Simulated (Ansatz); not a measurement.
water (SMILES O) moved off its minimum; all values from Ansatz (an electronic-structure program), cores frozen in correlated methods.
(charge 0, multiplicity 1)
```xyz
3

O      0.0548    -0.0129     0.1752
H     -0.7814    -0.4266    -0.0738
H      0.8479    -0.5120    -0.0156
```

Forces at B3LYP/def2-TZVPP (eV/Å):

| atom | Fx | Fy | Fz |
|---|---|---|---|
| O1 | -0.377 | 0.961 | 0.437 |
| H2 | 0.860 | -0.397 | -0.138 |
| H3 | -0.483 | -0.563 | -0.299 |

Problem. Give the forces (eV/Å), the total energy and the dipole at CCSD(T)/aug-cc-pVTZ.

Solution. 
```tsv
atom	Fx	Fy	Fz
O1	-0.375	1.087	0.498
H2	0.876	-0.460	-0.167
H3	-0.501	-0.627	-0.331
```
Energy -76.3389 hartree, dipole 1.65 D.
